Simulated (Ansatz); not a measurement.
`CBN` → `BN` + `[CH2]` (triplet) at 298.15 K and 1 bar (formal loss of a carbene).

Computed with Ansatz on PBE0-D4/def2-TZVP structures; ΔE is electronic, products minus reactants. CCSD(T)/CBS is the MP2 limit (def2-TZVPP, def2-QZVPP) plus CCSD(T) − MP2 in def2-TZVPP, frozen cores. This one scheme is used for every species. Triplets are unrestricted, without spin–orbit coupling. Each species was taken in one conformer, which may not be the lowest.

| species | CCSD(T)/CBS energy (Eh) | H − E (kJ/mol) | S (J/(mol·K)) |
| --- | --- | --- | --- |
| `CBN` | -121.21267 | 215.9 | 273.6 |
| `BN` | -81.93499 | 137.2 | 228.1 |
| `[CH2]` (triplet) | -39.09499 | 55.4 | 195.3 |

H − E and S are ideal-gas, rigid-rotor, harmonic terms from PBE0-D4/def2-TZVP, for one conformer and one mirror image of each species, with the whole ground term of open shells counted as degenerate. 1 Eh = 2625.50 kJ/mol, R = 8.31446 J/(mol·K).

Question: By hand: ΔE, ΔH, ΔS and ΔG.

Answer: ΔE = (-81.93499) + (-39.09499) − (-121.21267) = 0.18269 Eh = 479.7 kJ/mol. Δ(H − E) = 137.2 + 55.4 − 215.9 = -23.3, so ΔH = 456.4 kJ/mol. ΔS = 228.1 + 195.3 − 273.6 = 149.8 J/(mol·K). ΔG = 456.4 − 298.15 × (149.8)/1000 = 411.7 kJ/mol.

Question: By hand: the equilibrium constant, and the temperature at which ΔG would vanish if ΔH and ΔS stayed fixed.

Answer: log₁₀ K = −ΔG/(RT ln 10) = -72.1. ΔG = 0 at ΔH/ΔS = 3047 K, far beyond where these terms or the molecules hold.

The number of gas molecules changes by +1, which sets the sign of ΔS. A doubt of 5 kJ/mol in ΔE shifts log₁₀ K by 0.9 here. Other conformers and mirror images would add mixing entropy, several J/(mol·K) or more a flexible species. A triplet takes part, so the spin changes. These are equilibria of isolated gas molecules and say nothing of rates. Largest T1 diagnostic: 0.012 (customary marks: 0.02 for closed shells, 0.045 for open ones).
